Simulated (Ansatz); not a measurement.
A made-up structure of AlBH4S, closed shell:

```csv
atom,x (Å),y (Å),z (Å)
B1,-1.6217,0.3137,-0.5123
S2,-0.0521,1.5046,-0.1617
Al3,1.6094,-0.1994,0.4975
H4,-1.5402,-1.0123,-0.3593
H5,-2.7562,0.8996,-0.9061
H6,1.1388,-1.9024,0.5224
H7,3.2221,0.3963,0.9195
```

It is relaxed with PBE-D4/def2-SVP and then PBE0-D4/def2-TZVP (Ansatz 0.2.0). Atoms count as bonded within 1.22 times the sum of their covalent radii (H–H: 0.88 Å). The end point is not checked to be a true minimum.

(1) Does its bonding change? (A judgement: the text doesn't fix the answer.)

Results:

(1) Computed: No: no bond forms or breaks.

Where it ends: The first stage lowers the energy by 1.21 eV in 5 steps. It ends as AlBH₄S ([BH2][S][AlH2]):
```
7
angstrom
B -1.4489 0.2793 -0.4578
S -0.0471 1.3421 -0.1438
Al 1.4379 -0.1778 0.4445
H -1.3775 -0.9046 -0.3215
H -2.4612 0.8039 -0.8094
H 1.0195 -1.6988 0.4675
H 2.8773 0.3558 0.8205
```

Labels in which every atom is bracketed show which atoms are joined, not bond orders.

For scale, one of the runs: PBE0-D4/def2-TZVP relaxation, 129 basis functions, launched by `ansatz run in.yaml --threads 2 --pin off --events-out ev --progress --plain --max-ram 4352MiB`. The run took about 12 s on 2 CPU threads of an Arm Neoverse V1 (shared host).
